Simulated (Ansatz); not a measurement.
# CHSi (doublet): from Hartree-Fock to the top rungs at distance C2–H3 = 2.399 Å, 6-31G

Aim: climb from Hartree-Fock through coupled cluster and multireference methods for CHSi (doublet) at one geometry and basis, and see what each rung misses.

The runs use Ansatz 0.2.0, Gaussian basis; 6-31G, core rule «outside noble gas», up to 6 orbitals frozen.

The runs, in order: UHF; CCSD(T) on ROHF; CCSD(T) on UHF; BCCD(T) on ROHF; CISD; CCSDT(Q) on ROHF; CCSDT(Q) on UHF; CISDTQ; CCSDTQ on ROHF; CASSCF and MRCISD+Q, 3 electrons in 3 orbitals; CASSCF and NEVPT2, 3 electrons in 3 orbitals; CASSCF and MRCISD+Q, 9 electrons in 9 orbitals; CASSCF and NEVPT2, 9 electrons in 9 orbitals; Full CI; Full CI in the symmetry of the determinant.

19 further runs of the same task are left out: 1 for a mislabelled method, 1 for a known fault of the program, 9 that didn't finish, 8 set aside as unsound or not needed.

### Step 1. What is computed

The geometry derives from a PBE0/def2-TZVP stationary point (not a proven minimum). One bond is set to the value named and the two fragments are kept rigid.

3 atoms, charge 0, spin multiplicity 2.

Atoms are counted from 1 here; the program's logs count them from 0.

Bond lengths: Si1–C2 1.682 Å.

### Step 2. UHF

Contents of in.yaml:

```yaml
crystal:
  periodic: [false, false, false]
  atoms:
    - {symbol: Si, position_ang: [0.000000, 0.000000, -1.921301]}
    - {symbol: C, position_ang: [0.000000, 0.000000, -0.238850]}
    - {symbol: H, position_ang: [0.000000, 0.000000, 2.160150]}
basis:
  gaussian: {orbitals: 6-31G}
magnetization: {spin_polarized: true, initial_magnetization: 1}
hamiltonian: {xc: hf}
output: {orbitals: {seedname: orbitals}}
```

Launch:

```
> ansatz run in.yaml --threads 1 --pin off --events-out ev --progress --plain --max-ram 2393MiB
```

The runs that follow: CCSD(T) on ROHF; CCSD(T) on UHF; BCCD(T) on ROHF; CISD; CCSDT(Q) on ROHF; CCSDT(Q) on UHF; CISDTQ; CCSDTQ on ROHF; CASSCF and MRCISD+Q, 3 electrons in 3 orbitals; CASSCF and NEVPT2, 3 electrons in 3 orbitals; CASSCF and MRCISD+Q, 9 electrons in 9 orbitals; CASSCF and NEVPT2, 9 electrons in 9 orbitals; Full CI; Full CI in the symmetry of the determinant.

**Question.** What will the summary of the whole plan be? Wanted: FCI below the RHF energy; RMP2 from FCI; UMP2 from FCI; RCCSD from FCI; RCCSD(T) from FCI; UCCSD(T) from FCI; RCCSDT(Q) from FCI; UCCSDT(Q) from FCI; NEVPT2 pair from FCI.

The runs gave:

```
                         quantity                                                                    value
         FCI below the RHF energy                                                               -6.1849 eV
                    RMP2 from FCI                                                          +41.19 kcal/mol
                    UMP2 from FCI                                                          +32.93 kcal/mol
                   RCCSD from FCI                                                           +9.22 kcal/mol
                RCCSD(T) from FCI                                                           +1.09 kcal/mol
                UCCSD(T) from FCI                                                           +4.21 kcal/mol
               RCCSDT(Q) from FCI                                                           -0.21 kcal/mol
               UCCSDT(Q) from FCI                                                           +0.76 kcal/mol
             NEVPT2 pair from FCI                                                          +20.30 kcal/mol
          NEVPT2 valence from FCI                                                           +6.77 kcal/mol
        MRCISD+Q valence from FCI                                                           +0.30 kcal/mol
levels within 1 kcal/mol (43 meV)  RCCSDT, RCCSDT(Q), UCCSDT(Q), RCCSDTQ, MRCISD valence, MRCISD+Q valence
                    T1 diagnostic                                                                    0.105
   effectively unpaired electrons                                                                     2.33
```

RCCSD(T) lands +1.09 kcal/mol from the yardstick (0.8 % of the correlation energy). CCSD(T) misses by +1.09 kcal/mol on the restricted determinant and by +4.21 kcal/mol on the unrestricted one; the two need not hold the same state or core. RCCSDT(Q) falls below full CI, which methods that aren't variational can do. With 2.3 effectively unpaired electrons against 1 the state is strongly multireference. Coupled cluster on one determinant still stays close here. Of the multireference levels listed MRCISD+Q valence comes nearest in total energy (+0.30 kcal/mol), which doesn't show that its space is the better one. Coupled cluster took another determinant than the lowest Hartree-Fock one. These misses are within one basis, not against nature; the frozen cores of restricted and unrestricted runs differ, which can shift their rows.
